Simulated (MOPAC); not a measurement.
MOPAC input (PM6):

```
PM6 FORCE THERMO(298,298) PRECISE LET UHF MS=0.5 GEO-OK AUX(PRECISION=9) THREADS=1
C2Cl3

C     0.00594246 1   -0.20080575 1    0.90062424 1
C    -0.00222087 1    0.14148883 1   -0.37427542 1
Cl    0.01558547 1   -0.60391039 1    2.40591283 1
Cl   -0.01668704 1   -0.99714461 1   -1.64362382 1
Cl    0.00073177 1    1.76272695 1   -0.90294938 1
```

Question: Which zero-point energy does it print?

Answer: 10.97 kcal/mol, from the harmonic wavenumbers of PM6.
